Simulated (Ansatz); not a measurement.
Basis-set extrapolation for C₂H₆OS (`COCS`) (PBE0-D4/def2-TZVP geometry, frozen core, Ansatz). Multiplicity 1, RHF reference.

|  | def2-TZVPP | def2-QZVPP |
| --- | --- | --- |
| HF | -551.673356 | -551.692309 |
| MP2 correlation | -0.765740 | -0.822972 |
| CCSD(T) correlation | -0.840736 | not run |

Energies in hartree. Use E(X) = E(∞) + A·exp(−7.88·√X) for Hartree–Fock and E(X) = E(∞) + B·X^(−2.97) for correlation, with X = 3 and 4, and add CCSD(T) minus MP2 of the smaller set to the MP2 limit.

Task: What is the CCSD(T) energy at the basis-set limit?

Result: HF limit: -551.692309 + (-0.018953) × 0.13774 = -551.69492. MP2 limit: -0.822972 + (-0.057232) × 0.74074 = -0.86537. Higher-order term: -0.840736 − (-0.765740) = -0.07500. Total: -552.63529 hartree, 318.2 kJ/mol below CCSD(T)/def2-TZVPP.
